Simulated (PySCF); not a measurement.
A side-by-side comparison of computed properties.

First species: C5H9F.
InChI=1S/C5H9F/c1-5(2)3-4-6/h1,3-4H2,2H3

Second species: C5H9F.
Atom-mapped SMILES: `[CH3:1]/[CH:2]=[CH:3]/[C@@H:4]([CH3:5])[F:6]` (hydrogens: H7, H8, H9 on C1; H10 on C2; H11 on C3; H12 on C4; H13, H14, H15 on C5)

Cartesian coordinates in Å at the GFN2-xTB level; atoms count from 1:
```
atom  x, y, z in Å
C1     2.5122    0.2643   -0.3468
C2     1.1835   -0.3748   -0.1309
C3     0.1401    0.2289    0.4119
C4    -1.2014   -0.4064    0.6288
C5    -2.2728    0.2093   -0.2671
F6    -1.1431   -1.7657    0.3729
H7     2.5017    1.3063   -0.0360
H8     2.7888    0.2098   -1.3992
H9     3.2769   -0.2655    0.2206
H10    1.1014   -1.4080   -0.4405
H11    0.1927    1.2600    0.7341
H12   -1.4930   -0.3202    1.6865
H13   -2.3659    1.2703   -0.0543
H14   -3.2298   -0.2764   -0.0917
H15   -1.9956    0.0761   -1.3103
```

Levels: CAM-B3LYP/def2-SVPD for dipole moment, HOMO energy, LUMO energy, HOMO–LUMO gap, static isotropic polarisability and electronic spatial extent ⟨r²⟩ about the centre of nuclear charge; TDDFT CAM-B3LYP/def2-SVPD for lowest singlet excitation; TDA CAM-B3LYP/def2-SVPD for lowest triplet excitation (Tamm–Dancoff); GFN2-xTB for rotational constant A and rotational constant C. Geometries: GFN2-xTB. Each structure is a single optimised conformer of the isolated species, non-relativistic unless stated; the electronic structure was computed with PySCF and density fitting.

The conformers computed, where there is a choice (atom-mapped SMILES and torsion angles):
- `[CH2:1]=[C:2]([CH3:3])[CH2:4][CH2:5][F:6]`: C1–C2–C4–C5 -93°, C2–C4–C5–F6 -71°
- `[CH3:1]/[CH:2]=[CH:3]/[C@@H:4]([CH3:5])[F:6]`: C2–C3–C4–C5 -112°

(1) Which has the higher rotational constant A?

(2) Which of the two has the higher T1 energy, and by how much?

(3) Which of the two has the higher LUMO energy, and by how much?

(4) Which has the higher dipole moment?

(5) Which has the higher rotational constant C?

(6) Which has the higher static isotropic polarisability?

(7) Which of the two has the higher HOMO–LUMO gap, and by how much?

(8) Which of the two has the higher ⟨r²⟩, and by how much?

Results:

(1) The second: 7.316 GHz against 5.522 GHz, a difference of 1.794 GHz.

(2) The second: 4.47 eV against 4.39 eV, a difference of 0.08 eV.

(3) The second: 1.33 eV against 1.18 eV, a difference of 0.15 eV.

(4) The second: 1.80 D against 1.46 D, a difference of 0.34 D.

(5) The first: 1.983 GHz against 1.650 GHz, a difference of 0.333 GHz.

(6) The second: 63.7 au against 62.4 au, a difference of 1.3 au.

(7) The second: 9.91 eV against 9.74 eV, a difference of 0.17 eV.

(8) The second: 767 bohr² against 662 bohr², a difference of 105 bohr².

On the first: The dipole matches unit charges of opposite sign 0.30 Å apart (1 e·Å = 4.8032 D). The principal polarisabilities are 52.0, 62.9 and 72.1 au; their mean is the isotropic value.

On the second: The vertical singlet–triplet gap S1 − T1 is 2.60 eV (TDDFT singlet less Tamm–Dancoff triplet; S1: HOMO→LUMO, weight 0.57, beside HOMO→LUMO+1, weight 0.34; T1: HOMO→LUMO+1, weight 0.41, beside HOMO→LUMO, weight 0.36). The polarisability is 9.44 Å³ as a volume (1 au = 0.148185 Å³), or 1.33 au for each of the 48 electrons.
